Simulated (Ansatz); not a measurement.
# One shape, several levels: C3H6 (cyclopropane)

Wanted: a comparison of 6 runs (HF/STO-3G, HF/3-21G, HF/6-311G**, B3LYP/6-31G*, CAM-B3LYP/aug-cc-pVDZ, CCSD(T)/def2-TZVP) of C3H6 (cyclopropane). 

Program for the calculation: Ansatz 0.2.0.

## (1) Starting point

C3H6: 9 atoms, total charge 0, spin state singlet. SMILES: `C1CC1`. Geometry: relaxed at PBE0-D4/def2-TZVP.

Bond lengths: C1–C2 1.497 Å, C1–C3 1.497 Å, C2–C3 1.497 Å, C1–H4 1.083 Å, C1–H5 1.083 Å, C2–H6 1.083 Å, C2–H7 1.083 Å, C3–H8 1.083 Å, C3–H9 1.083 Å. Some angles: C1–C2–C3 60.0°, C2–C1–C3 60.0°, C1–C3–C2 60.0°, C1–C2–H6 118.0°, C1–C2–H7 118.0°, C3–C2–H6 118.0°, C3–C2–H7 118.0°, C2–C1–H4 118.0°, C2–C1–H5 118.0°, C3–C1–H4 118.0°.

## (2) Energy and forces at HF/STO-3G (run 1)

Contents of in.yaml:

```yaml
crystal:
  periodic: [false, false, false]
  atoms:
    - symbol: C
      position_ang: [-0.517900, 0.019300, -0.686000]
    - symbol: C
      position_ang: [0.732100, 0.469600, 0.003900]
    - symbol: C
      position_ang: [-0.184700, -0.504300, 0.676400]
    - symbol: H
      position_ang: [-1.333400, 0.726200, -0.773800]
    - symbol: H
      position_ang: [-0.419800, -0.654400, -1.528000]
    - symbol: H
      position_ang: [0.766100, 1.482700, 0.384900]
    - symbol: H
      position_ang: [1.679800, 0.102000, -0.369100]
    - symbol: H
      position_ang: [0.140000, -1.533900, 0.760300]
    - symbol: H
      position_ang: [-0.773700, -0.153400, 1.514500]
basis:
  gaussian: {orbitals: STO-3G}
hamiltonian: {xc: hf}
accuracy: high
output: {forces: true, orbitals: {seedname: orbitals}}
```

On the command line:

```console
$ ansatz run in.yaml --threads 1 --pin off --max-ram 2610MiB --events-out events.jsonl --progress --plain --runs-dir runs
```

Output:

```text
Warning: RAYON_NUM_THREADS=1 ignored (pool sized by the plan → 1); use --threads N
Functional definition: HF
  name "HF"
  exchange = exact_x
  correlation = 0
405 factors; integrals over basis functions are off by at most 3.5e-9 eV
mean field evaluation 1: about -3146.8146 eV, gradient 1.1e1 eV
mean field evaluation 2: about -3146.9580 eV, gradient 1.1e1 eV
mean field evaluation 4: about -3147.4337 eV, gradient 1.5e-1 eV
mean field evaluation 8: about -3147.4334 eV, gradient 1.1e-4 eV
mean field -3147.43338503 eV, -115.6660434927 hartree, gradient 2.9e-8 eV, S^2 0.000000; 0 other end points of the search recorded, 0 dependent functions left out
the calculation of the forces begins
reference -3147.43338503 eV, -115.6660434927 hartree; 12, 12 occupied and 9, 9 virtual orbitals, 405 factors
Total energy: -3147.43338503 eV, -115.6660434927 hartree
Atom 0 at    -0.517900     0.019300    -0.686000 Å, force    -0.248751     0.010744    -0.320963 eV/Å
Atom 1 at     0.732100     0.469600     0.003900 Å, force     0.337997     0.230326     0.006234 eV/Å
Atom 2 at    -0.184700    -0.504300     0.676400 Å, force    -0.089795    -0.238313     0.318375 eV/Å
Atom 3 at    -1.333400     0.726200    -0.773800 Å, force     0.068063    -0.094085    -0.044989 eV/Å
Atom 4 at    -0.419800    -0.654400    -1.528000 Å, force    -0.057138     0.093739     0.058640 eV/Å
Atom 5 at     0.766100     1.482700     0.384900 Å, force     0.055206    -0.103670    -0.053260 eV/Å
Atom 6 at     1.679800     0.102000    -0.369100 Å, force    -0.068740     0.088565     0.050638 eV/Å
Atom 7 at     0.140000    -1.533900     0.760300 Å, force    -0.061211     0.100889     0.044283 eV/Å
Atom 8 at    -0.773700    -0.153400     1.514500 Å, force     0.064369    -0.088194    -0.058957 eV/Å
Dipole moment:     0.000005     0.000003     0.000001 e Å
```

It took 0.51 s on 1 thread of AMD EPYC 7R43 (Zen 3), shared host.

## (3) Energy and gradient at HF/3-21G (run 2)

Contents of job.yaml:

```yaml
crystal:
  periodic: [false, false, false]
  atoms:
    - {symbol: C, position_ang: [-0.517900, 0.019300, -0.686000]}
    - {symbol: C, position_ang: [0.732100, 0.469600, 0.003900]}
    - {symbol: C, position_ang: [-0.184700, -0.504300, 0.676400]}
    - {symbol: H, position_ang: [-1.333400, 0.726200, -0.773800]}
    - {symbol: H, position_ang: [-0.419800, -0.654400, -1.528000]}
    - {symbol: H, position_ang: [0.766100, 1.482700, 0.384900]}
    - {symbol: H, position_ang: [1.679800, 0.102000, -0.369100]}
    - {symbol: H, position_ang: [0.140000, -1.533900, 0.760300]}
    - {symbol: H, position_ang: [-0.773700, -0.153400, 1.514500]}
basis:
  gaussian: {orbitals: 3-21G.json}
hamiltonian: {xc: hf}
output: {forces: true, orbitals: {seedname: orbitals}}
accuracy: high
```

The basis set 3-21G is read from a file made from the Basis Set Exchange's data (not shown).

On the command line:

```console
$ ansatz run job.yaml --threads 1 --pin off --max-ram 2610MiB --events-out events.jsonl --progress --plain --runs-dir runs
```

Output, cut to the lines that bear on the results:

```text
Warning: RAYON_NUM_THREADS=1 ignored (pool sized by the plan → 1); use --threads N
[... 2 set-up lines as earlier in the session ...]
[...]
952 factors; integrals over basis functions are off by at most 3.4e-9 eV
[...]
mean field -3167.41512933 eV, -116.4003590517 hartree, gradient 5.9e-8 eV, S^2 0.000000; 0 other end points of the search recorded, 0 dependent functions left out
[...]
reference -3167.41512933 eV, -116.4003590517 hartree; 12, 12 occupied and 27, 27 virtual orbitals, 952 factors
Total energy: -3167.41512933 eV, -116.4003590517 hartree
Atom 0 at    -0.517900     0.019300    -0.686000 Å, force    -0.688294     0.031326    -0.891117 eV/Å
Atom 1 at     0.732100     0.469600     0.003900 Å, force     0.940075     0.624185     0.010201 eV/Å
Atom 2 at    -0.184700    -0.504300     0.676400 Å, force    -0.252169    -0.653479     0.883787 eV/Å
Atom 3 at    -1.333400     0.726200    -0.773800 Å, force     0.309624    -0.265645     0.036063 eV/Å
Atom 4 at    -0.419800    -0.654400    -1.528000 Å, force    -0.034365     0.253047     0.320301 eV/Å
Atom 5 at     0.766100     1.482700     0.384900 Å, force    -0.016248    -0.386829    -0.144599 eV/Å
Atom 6 at     1.679800     0.102000    -0.369100 Å, force    -0.359420     0.135261     0.139702 eV/Å
Atom 7 at     0.140000    -1.533900     0.760300 Å, force    -0.121761     0.390816    -0.035188 eV/Å
Atom 8 at    -0.773700    -0.153400     1.514500 Å, force     0.222557    -0.128681    -0.319150 eV/Å
Dipole moment:     0.000004    -0.000006    -0.000000 e Å
```

Run time: 0.67 s. Hardware: 1 thread of AMD EPYC 7R43 (Zen 3), shared host; peak memory 0.11 GiB.

Runs 3 to 5 aren't shown in full; the table further down has their settings and results.

## (4) Energy and forces at CCSD(T)/def2-TZVP (run 6)

Contents of job.yaml:

```yaml
crystal:
  periodic: [false, false, false]
  atoms:
    - symbol: C
      position_ang: [-0.517900, 0.019300, -0.686000]
    - symbol: C
      position_ang: [0.732100, 0.469600, 0.003900]
    - symbol: C
      position_ang: [-0.184700, -0.504300, 0.676400]
    - symbol: H
      position_ang: [-1.333400, 0.726200, -0.773800]
    - symbol: H
      position_ang: [-0.419800, -0.654400, -1.528000]
    - symbol: H
      position_ang: [0.766100, 1.482700, 0.384900]
    - symbol: H
      position_ang: [1.679800, 0.102000, -0.369100]
    - symbol: H
      position_ang: [0.140000, -1.533900, 0.760300]
    - symbol: H
      position_ang: [-0.773700, -0.153400, 1.514500]
basis:
  gaussian: {orbitals: def2-TZVP}
hamiltonian: {pseudopotentials: {relativity: none}}
correlation: {method: ccsd_t, frozen_orbitals: {C: 1, H: 0}}
output: {forces: true, orbitals: {seedname: orbitals}}
```

On the command line:

```console
$ ansatz run job.yaml --threads 1 --pin off --max-ram 2610MiB --events-out events.jsonl --progress --plain --runs-dir runs
```

Output:

```text
Warning: RAYON_NUM_THREADS=1 ignored (pool sized by the plan → 1); use --threads N
[... 11 lines left out ...]
3 core orbitals not correlated: weight in the atoms' cores, before any rotation towards them, 1.000 or more for the frozen orbitals, at most 0.000 for the correlated occupied ones
[... 12 lines left out ...]
Total energy: -3201.56962422 eV, -117.6555135881 hartree
[... 9 lines left out ...]
Dipole moment:     0.000004    -0.000005    -0.000002 e Å
```

It took 83 s on 1 thread of AMD EPYC 7R43 (Zen 3), shared host; peak memory 1.1 GiB.

## (5) All runs side by side

| run | level | accuracy | frozen core orbitals | energy (Eh) | dipole moment (D) | HOMO energy (eV) | LUMO energy (eV) | wall time |
| --- | --- | --- | --- | --- | --- | --- | --- | --- |
| 1 | HF/STO-3G | high | – | -115.666043 | 0.00 | -10.49 | 13.58 | 0.51 s |
| 2 | HF/3-21G | high | – | -116.400359 | 0.00 | -11.50 | 7.45 | 0.67 s |
| 3 | HF/6-311G** | high | – | -117.088284 | 0.00 | -11.43 | 4.46 | 3.6 s |
| 4 | B3LYP/6-31G* (spherical functions) | high | – | -117.892859 | 0.00 | -7.85 | 2.87 | 4.5 s |
| 5 | CAM-B3LYP/aug-cc-pVDZ | high | – | -117.828513 | 0.00 | -9.79 | 0.49 | 16 s |
| 6 | CCSD(T)/def2-TZVP | medium | 3 | -117.655514 | 0.00 | -11.45 | 4.35 | 83 s |

## (6) Results

```
                                          quantity          value
                               run 6: total energy  -117.65551 Eh
         run 6: dipole moment (correlated density)         0.00 D
        run 6: HOMO energy (Hartree–Fock orbitals)      -11.45 eV
        run 6: LUMO energy (Hartree–Fock orbitals)        4.35 eV
      run 6: HOMO–LUMO gap (Hartree–Fock orbitals)       15.80 eV
run 6: correlation energy (3 core orbitals frozen)     -553.3 mEh
                             run 6: (T) correction     -20.94 mEh
                              run 6: T1 diagnostic          0.008
                   run 6: largest force on an atom     0.520 eV/Å
```

**Reading.** Among the runs that give it from their own density at one geometry, the HOMO–LUMO gap runs from 10.28 eV (CAM-B3LYP/aug-cc-pVDZ) to 24.07 eV (HF/STO-3G). Basis or surroundings differ between these two runs. Totals of different functionals can't be ranked against each other. All runs together took 1.8 min, the longest 83 s.
